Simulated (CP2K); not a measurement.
**Pade/SZV-MOLOPT-SR-GTH (core potential) run of SO2F2 (sulfuryl fluoride)**

What is the vertical singlet–triplet gap of SO2F2 (sulfuryl fluoride) at Pade/SZV-MOLOPT-SR-GTH (core potential)? 

The calculation is run with CP2K 2026.2.

1 further run of the same task is left out (set aside as unsound or not needed).

### Step 1. Starting point

SO2F2: 5 atoms, total charge 0, spin state singlet. SMILES: `O=S(=O)(F)F`. The coordinates come from a PBE0-D4/def2-TZVP relaxation.

Bond lengths: O1–S2 1.404 Å, S2–O3 1.404 Å, S2–F4 1.539 Å, S2–F5 1.539 Å. Angles: O1–S2–O3 124.9°, O1–S2–F4 108.1°, O1–S2–F5 108.1°, O3–S2–F4 108.1°, O3–S2–F5 108.1°, F4–S2–F5 95.6°.

### Step 2. The energy at Pade/SZV-MOLOPT-SR-GTH (core potential)

Contents of job.inp:

```
&GLOBAL
  PROJECT job
  RUN_TYPE ENERGY
  PRINT_LEVEL MEDIUM
&END
&FORCE_EVAL
  METHOD QS
  &DFT
    BASIS_SET_FILE_NAME BASIS_MOLOPT
    POTENTIAL_FILE_NAME GTH_POTENTIALS
    CHARGE 0
    MULTIPLICITY 1
    &QS
      METHOD GPW
      EPS_DEFAULT 1.0E-10
    &END
    ! plane-wave cutoff in Ry
    &MGRID
      CUTOFF 400
      REL_CUTOFF 50
      NGRIDS 4
    &END
    &POISSON
      PERIODIC NONE
      POISSON_SOLVER WAVELET
    &END
    &SCF
      SCF_GUESS ATOMIC
      EPS_SCF 1.0E-06
      MAX_SCF 40
      &OT ON
        MINIMIZER DIIS
        PRECONDITIONER FULL_ALL
      &END
      &OUTER_SCF
        EPS_SCF 1.0E-06
        MAX_SCF 8
      &END
    &END
    ! functional
    &XC
      &XC_FUNCTIONAL PADE
      &END
    &END
    &PRINT
      &MOMENTS
        PERIODIC F
        REFERENCE COM
        MAX_MOMENT 1
      &END
      &MO_CUBES
        NLUMO 3
        NHOMO -1
        WRITE_CUBE F
      &END
      &HIRSHFELD OFF
      &END
    &END
  &END
  ! atoms, cell and kinds
  &SUBSYS
    ! box in angstrom
    &CELL
      ABC [angstrom] 12.3 12.3 12.3
      PERIODIC NONE
    &END
    &COORD
      O      5.767450     5.741100     7.279550
      S      6.226550     5.795300     5.953750
      O      7.285250     5.030000     5.439150
      F      5.014750     5.624600     5.020450
      F      6.484250     7.270000     5.596450
    &END
    &KIND O
      BASIS_SET SZV-MOLOPT-SR-GTH-q6
      POTENTIAL GTH-PADE-q6
    &END
    &KIND S
      BASIS_SET SZV-MOLOPT-SR-GTH-q6
      POTENTIAL GTH-PADE-q6
    &END
    &KIND F
      BASIS_SET SZV-MOLOPT-SR-GTH-q7
      POTENTIAL GTH-PADE-q7
    &END
  &END
&END
```

Run with:

```sh
$ OMP_NUM_THREADS=1 cp2k.psmp -i job.inp > job.out 2>&1
```

Output:

```text
CP2K| version string:                                       CP2K version 2026.2
[...]
 GLOBAL| Method name                                                        CP2K
[...]
 GLOBAL| Run type                                                         ENERGY
[...]
 DFT| Spin restricted Kohn-Sham (RKS) calculation                            RKS
 DFT| Multiplicity                                                             1
[...]
 DFT| Charge                                                                   0
[...]
 FUNCTIONAL| PADE:
 QS| Method:                                                                 GPW
[...]
 QS| Density cutoff [a.u.]:                                                200.0
[...]
 QS| Relative density cutoff [a.u.]:                                        25.0
[...]
                             - Atoms:                                          5
[...]
                             - Spherical basis functions:                     20
[...]
 Number of electrons:                                                         32
[...]
     1 OT DIIS     0.15E+00    2.0     0.35080835       -87.5527831750 -8.76E+01
[...]
     5 OT DIIS     0.15E+00    1.7     0.00000020       -89.9864323427 -1.43E-11
  *** SCF run converged in     5 steps ***
[...]
  Overlap energy of the core charge distribution:               0.00000145322440
  Self energy of the core charge distribution:               -232.71223129512114
  Core Hamiltonian energy:                                     67.02986488484062
  Hartree energy:                                              94.23814578967038
  Exchange-correlation energy:                                -18.54221317530910
  Total energy:                                               -89.98643234269483
[...]
                     Mulliken Population Analysis
 #  Atom  Element  Kind  Atomic population                           Net charge
       1     O        1          6.597608                             -0.597608
       2     S        2          4.112717                              1.887283
       3     O        1          6.597610                             -0.597610
       4     F        3          7.346059                             -0.346059
       5     F        3          7.346007                             -0.346007
 # Total charge                             32.000000                 -0.000000
[...]
  Dipole moment [Debye]
    X= -0.2478544E+00 Y=  0.3390371E+00 Z= -0.3358058E+00  Total=      0.5377206
[...]
 HOMO - LUMO gap [eV] :    7.133949
 ENERGY| Total FORCE_EVAL ( QS ) energy [hartree]            -89.986432342694826
[...]
```

Run time: 69 s. Hardware: 1 thread of Arm Neoverse V1, shared host; peak memory 1.1 GiB.

### Step 3. The triplet, same level

Contents of molecule.xyz:

```xyz
5

O     -0.388200    -0.151100     1.421700
S      0.070900    -0.096900     0.095900
O      1.129600    -0.862200    -0.418700
F     -1.140900    -0.267600    -0.837400
F      0.328600     1.377800    -0.261400
```

Contents of job.inp:

```
&GLOBAL
  PROJECT_NAME job
  RUN_TYPE ENERGY
  PRINT_LEVEL MEDIUM
&END GLOBAL

&FORCE_EVAL
  METHOD QUICKSTEP
  &DFT
    BASIS_SET_FILE_NAME BASIS_MOLOPT
    POTENTIAL_FILE_NAME GTH_POTENTIALS
    CHARGE 0
    MULTIPLICITY 3
    LSD T
    # Quickstep
    &QS
      METHOD GPW
      EPS_DEFAULT 1.0E-10
    &END QS
    # plane-wave cutoff in Ry
    &MGRID
      CUTOFF 400
      REL_CUTOFF 50
      NGRIDS 4
    &END MGRID
    # no periodic images
    &POISSON
      PERIODIC NONE
      POISSON_SOLVER WAVELET
    &END POISSON
    # self-consistent field
    &SCF
      SCF_GUESS ATOMIC
      EPS_SCF 1.0E-06
      MAX_SCF 40
      &OT ON
        MINIMIZER CG
        PRECONDITIONER FULL_SINGLE_INVERSE
      &END OT
      &OUTER_SCF
        EPS_SCF 1.0E-06
        MAX_SCF 10
      &END OUTER_SCF
    &END SCF
    # functional
    &XC
      &XC_FUNCTIONAL PADE
      &END XC_FUNCTIONAL
    &END XC
    # extra output
    &PRINT
      &MOMENTS
        PERIODIC F
        REFERENCE COM
        MAX_MOMENT 1
      &END MOMENTS
      &MO_CUBES
        NLUMO 1
        NHOMO -1
        WRITE_CUBE F
      &END MO_CUBES
      &HIRSHFELD OFF
      &END HIRSHFELD
    &END PRINT
  &END DFT
  &SUBSYS
    &CELL
      ABC [angstrom] 12.3 12.3 12.3
      PERIODIC NONE
    &END CELL
    &TOPOLOGY
      COORD_FILE_NAME molecule.xyz
      COORD_FILE_FORMAT XYZ
      &CENTER_COORDINATES
      &END CENTER_COORDINATES
    &END TOPOLOGY
    &KIND O
      BASIS_SET SZV-MOLOPT-SR-GTH-q6
      POTENTIAL GTH-PADE-q6
    &END KIND
    &KIND S
      BASIS_SET SZV-MOLOPT-SR-GTH-q6
      POTENTIAL GTH-PADE-q6
    &END KIND
    &KIND F
      BASIS_SET SZV-MOLOPT-SR-GTH-q7
      POTENTIAL GTH-PADE-q7
    &END KIND
  &END SUBSYS
&END FORCE_EVAL
```

Run with:

```sh
$ OMP_NUM_THREADS=1 cp2k.psmp -i job.inp -o job.out
```

Output:

```text
CP2K| version string:                                       CP2K version 2026.2
[...]
 GLOBAL| Method name                                                        CP2K
[...]
 GLOBAL| Run type                                                         ENERGY
[...]
 DFT| Spin unrestricted (spin-polarized) Kohn-Sham calculation               UKS
 DFT| Multiplicity                                                             3
[...]
 DFT| Charge                                                                   0
[...]
 FUNCTIONAL| PADE:
 QS| Method:                                                                 GPW
[...]
 QS| Density cutoff [a.u.]:                                                200.0
[...]
 QS| Relative density cutoff [a.u.]:                                        25.0
[...]
                             - Atoms:                                          5
[...]
                             - Spherical basis functions:                     20
[...]
 Number of electrons:                                                         17
[...]
     1 OT CG       0.80E-01    2.6     0.13680088       -87.7364732340 -8.77E+01
[...]
     9 OT CG       0.10E+00    2.1     0.00000100       -89.7033431629 -4.38E-11
  *** SCF run converged in     9 steps ***
[...]
  Overlap energy of the core charge distribution:               0.00000145322440
  Self energy of the core charge distribution:               -232.71223129512114
  Core Hamiltonian energy:                                     67.67853724371220
  Hartree energy:                                              93.90294864445373
  Exchange-correlation energy:                                -18.57259920917275
  Total energy:                                               -89.70334316290355
[...]
                     Mulliken Population Analysis
 #  Atom  Element  Kind  Atomic population (alpha,beta) Net charge  Spin moment
       1     O        1         3.517099     2.979848    -0.496948     0.537251
       2     S        2         2.427649     1.888712     1.683639     0.538936
       3     O        1         3.517074     2.979914    -0.496988     0.537160
       4     F        3         3.807689     3.523878    -0.331567     0.283811
       5     F        3         3.730490     3.627647    -0.358136     0.102843
 # Total charge and spin       17.000000    15.000000    -0.000000     2.000000
[...]
  Dipole moment [Debye]
    X=  0.3214000E-02 Y= -0.6296618E-01 Z=  0.2695903E-01  Total=      0.0685701
[...]
 HOMO - LUMO gap [eV] :    0.041216
 ENERGY| Total FORCE_EVAL ( QS ) energy [hartree]            -89.703343162903550
[...]
```

Wall time 8.6 min (1 thread of Arm Neoverse V1, shared host); peak memory 1.2 GiB.

### Step 4. What came out

Level: Pade/SZV-MOLOPT-SR-GTH (core potential).

```
                                        quantity         value
                           singlet: total energy  -89.98643 Eh
                          singlet: dipole moment        0.54 D
                            singlet: HOMO energy      -8.54 eV
                            singlet: LUMO energy      -1.41 eV
                          singlet: HOMO–LUMO gap       7.13 eV
                           triplet: total energy  -89.70334 Eh
                          triplet: dipole moment        0.07 D
     triplet: HOMO energy (highest over α and β)      -0.94 eV
                                   triplet: ⟨S²⟩         2.001
vertical energy of the triplet above the singlet      7.703 eV
```

What this shows: At this shape the triplet lies 7.70 eV (743 kJ/mol) above the singlet. In a minimal basis such a difference can be off by several eV, whatever the method.
